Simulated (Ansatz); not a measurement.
## SnO$_{2}$, singlet: from triple and quadruple zeta to the limit

```xyz
3

Sn    0.0000    0.0000    0.0000
O     0.0000    0.0000   -1.7987
O     0.0000    0.0000    1.7987
```

Connectivity, by distances: O–Sn–O.

Ansatz 0.2.0, RHF determinant, valence electrons correlated, core potentials past Kr. Energies in eV.

| set | X | functions | Hartree–Fock | MP2 correlation | CCSD(T) correlation | time |
| --- | --- | --- | --- | --- | --- | --- |
| def2-TZVPP | 3 | 112 | -9878.3524 | -16.4171 | -16.6717 | 6.5 s on 1 thread of Arm Neoverse V1 (shared host) |
| def2-QZVPP | 4 | 196 | -9878.6330 | -17.6440 | -17.8199 | 27 s on 1 thread of Arm Neoverse V1, with other jobs on the host |

Hartree–Fock is taken to follow E(X) = E∞ + A·exp(−7.88·√X), correlation E(X) = E∞ + B·X^−2.97.

Cautions: no spin-orbit coupling; inner d shell frozen; higher spins were not checked; strong correlation; restricted determinant unstable towards unrestricted.

Q: Work out the CCSD(T) energy at the limit, and how far the shortcut misses it that extrapolates MP2 and adds CCSD(T) minus MP2 from the smaller set.

A: Hartree–Fock: E∞ = E4 + 0.1377·(E4 − E3) = -9878.6716. Correlation: E∞ = E4 + 0.7407·(E4 − E3) = -18.6704 for CCSD(T) and -18.5527 for MP2. The limit is -9897.3420 eV, 0.889 eV below def2-QZVPP. The shortcut gives a correlation energy of -18.5527 + (-0.2546) = -18.8073, 137 meV lower than the direct value.

The exponents were fitted on light atoms, and def2 sets of heavy atoms don't grow evenly, so the limit is rough here.
